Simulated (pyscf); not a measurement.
Single points on ωB97X-D3(BJ)/def2-SVP structures (PySCF, gas phase).

### Question
How much does it cost (ΔH, 298 K, ωB97M-D3(BJ)/def2-TZVP) to split H₂C=CH–CH₂–O–CH=CH₂ at its C–O bond into H₂C=CH–CH₂–O• + •HC=CH₂?

### Answer
C–O to H₂C=CH–CH₂–O• + •HC=CH₂: 410.8 kJ/mol. The 7 functionals that were run give +380.2 (r²SCAN) to +420.2 kJ/mol (M06-2X). The radicals are drawn with the spin at the cut bond; how far it spreads was not checked. H₂C=CH–CH₂–O–CH=CH₂ lies 100.1 kJ/mol over its isomer H₃C–CH₂–CH=CH–CH=O, and others may lie lower still (electronic energy, ωB97M-D3(BJ)). H₂C=CH–CH₂–O• lies 130.4 kJ/mol over its isomer H₃C–CH₂–C•=O, and others may lie lower still (electronic energy, ωB97M-D3(BJ)). Other isomers of •HC=CH₂ were not searched in full and may lie lower.
